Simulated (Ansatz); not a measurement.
**How the smallest direct gap on the k points sampled of zinc-blende GaSb moves with the method**

No measured value is used here.

Unless a cell is named, each level is at its own relaxed cell (PBEsol-D3(BJ) 27.56, r²SCAN+rVV10 28.43 Å³/atom).

**Question.** Put these levels in order of the smallest direct gap on the k points sampled that they give for zinc-blende GaSb, smallest first: HSE06+SOC (Ansatz, a quantum-chemistry and plane-wave program), PBEsol-D3(BJ) (Ansatz), r²SCAN+rVV10 (Ansatz).

**Answer.** PBEsol-D3(BJ) (0.25 eV), r²SCAN+rVV10 (0.51 eV), HSE06+SOC (0.67 eV)

Computed values are for a static lattice. Levels without +SOC have no spin–orbit coupling; where heavier elements are present it shifts gaps, mostly down, and can invert bands.  Values are at the level's own equilibrium cell; HSE06+SOC at the measured cell. Cutoffs and k meshes differ between the levels. Ansatz's density-functional and Hartree–Fock values are scalar-relativistic unless marked +SOC, with PAW data made under PBE.
